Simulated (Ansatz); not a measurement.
in.yaml

```yaml
crystal:
  periodic: [false, false, false]
  atoms:
    - {symbol: Al, position_ang: [0.000000, 0.325054, 2.450279]}
    - {symbol: P, position_ang: [0.000000, 0.440513, -3.408583]}
    - {symbol: H, position_ang: [0.000000, 0.204840, 4.028285]}
    - {symbol: H, position_ang: [0.000000, -0.970407, -3.069981]}
basis:
  gaussian: {orbitals: cc-pVDZ}
correlation: {method: fic_mrcisd_q, electrons: outside_noble_gas, active_space: {window: {electrons: 2, orbitals: 2}}}
```

```sh
$ ansatz run in.yaml --threads 1 --pin off --events-out ev --progress --plain --max-ram 2816MiB --backend cpu
```

Log:

```
462 factors; integrals over basis functions are off by at most 1.1e-3 eV
mean field evaluation 1: about -15880.0527 eV, gradient 1.3e1 eV
mean field evaluation 2: about -15880.0539 eV, gradient 1.3e1 eV
mean field evaluation 4: about -15882.2735 eV, gradient 1.3e0 eV
mean field evaluation 8: about -15882.2972 eV, gradient 5.9e-5 eV
mean field evaluation 16: about -15882.2579 eV, gradient 7.9e-4 eV
mean field evaluation 32: about -15882.2803 eV, gradient 2.5e-1 eV
mean field -15882.29724320 eV, -583.6636582797 hartree, gradient 1.5e-6 eV, S^2 0.000000; 6 other end points of the search recorded, 0 dependent functions left out; unrestricted orbitals would lower it
reference -15882.29724320 eV, -583.6636582797 hartree; 15, 15 occupied and 31, 31 virtual orbitals, 462 factors
state -15882.90163137 eV, -583.6858691356 hartree
contracted CI cycle   1: correlation 0.00000000 eV, 0.0000000000 hartree, residual 1.49e1 eV
contracted CI cycle   2: correlation -4.52152431 eV, -0.1661629538 hartree, residual 2.28e0 eV
contracted CI cycle   3: correlation -4.64745112 eV, -0.1707906784 hartree, residual 5.40e-1 eV
contracted CI cycle   4: correlation -4.65486269 eV, -0.1710630488 hartree, residual 1.22e-1 eV
...
state -15882.90163137 eV, -583.6858691356 hartree; corrected -15888.13432568 eV, -583.8781671045 hartree
state -15882.80533888 eV, -583.6823304519 hartree
...
state -15882.80533888 eV, -583.6823304519 hartree; corrected -15887.86913512 eV, -583.8684215313 hartree
state -15882.90163137 eV, -583.6858691356 hartree; corrected -15888.13432568 eV, -583.8781671045 hartree
state -15882.64800490 eV, -583.6765485345 hartree
...
contracted CI cycle   3: correlation -4.53075322 eV, -0.1665021098 hartree, residual 8.17e-1 eV
contracted CI cycle   4: correlation -4.54988491 eV, -0.1672051863 hartree, residual 3.76e-1 eV
contracted CI cycle   5: correlation -4.55515741 eV, -0.1673989472 hartree, residual 2.44e-1 eV
contracted CI cycle   6: correlation -4.55747730 eV, -0.1674842017 hartree, residual 1.55e-1 eV
contracted CI cycle   7: correlation -4.55827944 eV, -0.1675136797 hartree, residual 7.76e-2 eV
contracted CI cycle   8: correlation -4.55844025 eV, -0.1675195895 hartree, residual 3.26e-2 eV
contracted CI cycle   9: correlation -4.55846541 eV, -0.1675205139 hartree, residual 1.33e-2 eV
contracted CI cycle  10: correlation -4.55846895 eV, -0.1675206442 hartree, residual 5.72e-3 eV
contracted CI cycle  11: correlation -4.55846961 eV, -0.1675206684 hartree, residual 1.85e-3 eV
contracted CI cycle  12: correlation -4.55846969 eV, -0.1675206712 hartree, residual 7.12e-4 eV
state -15882.64800490 eV, -583.6765485345 hartree; corrected -15887.85068556 eV, -583.8677435224 hartree
state -15882.90163137 eV, -583.6858691356 hartree; corrected -15888.13432568 eV, -583.8781671045 hartree
the orbitals are reached from those of the next higher spin: the first search ends at -15882.80526566 eV, -583.6823277609 hartree
Total energy: -15888.13432568 eV, -583.8781671045 hartree
```

The active space holds one configuration alone, so it describes no static correlation.

Natural occupations: 1.0000 1.0000.

Ran on 1 thread of AMD EPYC 7R13, shared host: 3.6 s wall, 0.19 GiB peak host memory.
